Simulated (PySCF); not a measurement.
Bonds (- single, = double, # triple, : aromatic): C1-C2 1.454 Å, C2=C3 1.357 Å, C3-P4 1.804 Å, P4-C5 1.804 Å, C5=C1 1.357 Å. C1 carries H6; C2 carries H7; C3 carries H8; P4 carries H9; C5 carries H10.

Geometry: PBE0-D3(BJ)/def2-SVP; GIAO shifts from PySCF 2.14, gas phase, non-relativistic, averaged over equivalent atoms.

At PBE0/aug-cc-pVDZ (164 basis functions, 9.8 s wall time on 1 thread of an Arm Neoverse V2, shared host):
```json
{"atoms": "C1/C2", "δ (ppm)": "137.5"}
{"atoms": "C3/C5", "δ (ppm)": "133.9"}
{"atoms": "P4", "δ (ppm)": "-70.9"}
{"atoms": "H6/H7", "δ (ppm)": "7.50"}
{"atoms": "H8/H10", "δ (ppm)": "7.21"}
{"atoms": "H9", "δ (ppm)": "5.43"}
```

Shifts are taken against calculated references (same method and geometry level): TMS for 13C (σref 195.12), 1H (σref 31.39); H3PO4 for 31P (σref 372.04).

What do these become at PBE0/IGLO-III?

## Answers


| atoms | δ at PBE0/IGLO-III | change |
| --- | --- | --- |
| C1/C2 | 148.9 | +11.4 |
| C3/C5 | 143.0 | +9.1 |
| P4 | -65.1 | +5.8 |
| H6/H7 | 7.43 | -0.07 |
| H8/H10 | 7.13 | -0.08 |
| H9 | 5.53 | +0.10 |

Shifts are taken against calculated references (same method and geometry level): 13C (183.78 ppm), 1H (31.37 ppm) against TMS; 31P (306.76 ppm) vs H3PO4.

The largest change is at C1/C2 (unsaturated ring CH). Cost: 234 basis functions, 16 s wall time on 1 thread of an Arm Neoverse V2, shared host.

Experimental scales use liquid or dissolved standards, which lie at an offset from isolated H3PO4.
